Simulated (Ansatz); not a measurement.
What does this script print? It uses the Python package of Ansatz (0.2.0).

`c3h7os.py`
```python
import ansatz as az
import numpy as np

GEOMETRY = """
C    -1.51020    1.03550   -0.54570
O    -1.30740   -0.24330   -0.00510
C    -0.04410   -0.72130   -0.42020
C     0.94710   -0.69060    0.74360
S     1.38240    1.01720    1.20300
H    -1.75720    1.74680    0.26930
H    -2.34850    1.00230   -1.27220
H    -0.17140   -1.78110   -0.72730
H     0.38780   -0.19670   -1.30830
H     0.50630   -1.20170    1.62570
H     1.87450   -1.22940    0.45480
H     2.04070    1.26220   -0.01740
"""


def main() -> None:
    c3h7os = az.Crystal.molecule()
    for line in GEOMETRY.strip().splitlines():
        symbol, *xyz = line.split()
        c3h7os = c3h7os.atom(symbol, [float(v) for v in xyz])

    calculation = (
        c3h7os.calculation()
        .basis(gaussian="cc-pVDZ")
        .functional("pbe0", dispersion="d4")
        .spin("collinear", total=1)
    )
    symbols = [site.symbol for site in c3h7os.cartesian_sites]
    start = np.array([site.position_ang for site in c3h7os.cartesian_sites], dtype=float)
    def progress(event):
        if event["event"] == "relax_step":
            row = event["data"]
            print(f"step {row['step']:3d}  E = {row['lagrangian_ev']:.6f} eV  max force {row['allowed_force_max_ev_ang']:.4f} eV/A")


    report = calculation.relax(force_tolerance=0.01).session().plan().execute(on_event=progress).report
    end = np.array(report["positions_ang"])

    print(f"E = {report['free_energy_ev']:.6f} eV = {report['free_energy_ev'] / 27.211386246:.7f} Ha")
    print("converged:", report["converged"], " doubts:", report["published_state_doubts"] or "none")

    print("bond        before    after (A)")
    for i, j in [(0, 1), (0, 5), (0, 6), (1, 2), (2, 3), (2, 7), (2, 8), (3, 4), (3, 9), (3, 10), (4, 11)]:
        d0, d1 = (np.linalg.norm(xyz[i] - xyz[j]) for xyz in (start, end))
        print(f"{symbols[i]}{i}-{symbols[j]}{j}".ljust(10), f"{d0:8.4f} {d1:8.4f}")


if __name__ == "__main__":
    main()
```

Running `python c3h7os.py` prints:
```text
step   1  E = -16095.469860 eV  max force 2.2085 eV/A
step   2  E = -16095.771136 eV  max force 1.2309 eV/A
step   3  E = -16095.865296 eV  max force 0.8816 eV/A
step   4  E = -16095.924000 eV  max force 0.6849 eV/A
step   5  E = -16095.983127 eV  max force 0.2568 eV/A
step   6  E = -16096.011850 eV  max force 0.3161 eV/A
step   7  E = -16096.054011 eV  max force 0.1348 eV/A
step   8  E = -16096.065803 eV  max force 0.1159 eV/A
step   9  E = -16096.057703 eV  max force 0.5955 eV/A
step  10  E = -16096.071549 eV  max force 0.0551 eV/A
step  11  E = -16096.074201 eV  max force 0.1254 eV/A
step  12  E = -16096.074855 eV  max force 0.0626 eV/A
step  13  E = -16096.075721 eV  max force 0.0406 eV/A
step  14  E = -16096.075962 eV  max force 0.0064 eV/A
step  15  E = -16096.076040 eV  max force 0.0057 eV/A
step  16  E = -16096.076070 eV  max force 0.0063 eV/A
E = -16096.076096 eV = -591.5198862 Ha
converged: True  doubts: none
bond        before    after (A)
C0-O1        1.4031   1.3580
C0-H5        1.1096   1.0904
C0-H6        1.1098   1.0956
O1-C2        1.4131   1.4067
C2-C3        1.5290   1.5201
C2-H7        1.1107   1.1025
C2-H8        1.1182   1.1068
C3-S4        1.8213   1.8220
C3-H9        1.1107   1.1008
C3-H10       1.1108   1.1011
S4-H11       1.4081   1.3559
```

Total energies depend on the basis set; only differences at equal settings carry meaning. The end point is the stationary point reached from this start; no frequency run checks that it is a minimum, and the basis set is modest. The species is open-shell (spin multiplicity 2). Timing: 78 s on 1 thread of AMD EPYC 9R45 (Zen 5), on a shared host, peak memory 0.42 GiB.

(Lines on the test bed's own set-up are left out of the output.)
